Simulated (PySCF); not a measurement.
Q: Write Cartesian coordinates for 2-ethyl-1-butene (`C=C(CC)CC`) as optimised with PBE0-D3(BJ)/def2-SVP.

A: 
```xyz
18
C6H12 angstrom
C      0.7555    1.7460   -0.9790
C      0.2602    0.6729   -0.3511
C      0.9353   -0.6712   -0.4512
C      1.3422   -1.2671    0.8924
C     -0.9923    0.7642    0.4829
C     -2.1069   -0.1783    0.0405
H      0.2653    2.7223   -0.9158
H      1.6690    1.6851   -1.5782
H      0.2595   -1.3773   -0.9676
H      1.8214   -0.5743   -1.0980
H      1.8604   -2.2284    0.7559
H      0.4725   -1.4538    1.5416
H      2.0222   -0.5910    1.4342
H     -0.7399    0.5521    1.5379
H     -1.3556    1.8037    0.4627
H     -2.3880    0.0081   -1.0079
H     -3.0062   -0.0427    0.6602
H     -1.8101   -1.2356    0.1221
```

Any rigid rotation of these coordinates is as good. Atoms count from 1 in this order. Of the pairs four or more bonds apart, H8···H10 is among the closest relative to their van der Waals radii: 2.31 Å, 96 % of the sum of Bondi's values. The C–C distances run from 1.338 Å (C1=C2, drawn double) to 1.525 Å (C5–C6, drawn single), a spread of 0.187 Å.

Bonds between heavy atoms (Å): C1=C2 1.338, C2–C3 1.507, C3–C4 1.525, C2–C5 1.508, C5–C6 1.525.

The calculation used PySCF, PBE0-D3(BJ)/def2-SVP geometry optimisation, gas phase.

Point group: C2 (every atom within 0.08 Å of its image). No PBE0-D3(BJ)/def2-SVP frequencies stand behind this structure, so it isn't proved a minimum. The numbers are those of one conformer (C1–C2–C3–C4 122°, C1–C2–C5–C6 122°).
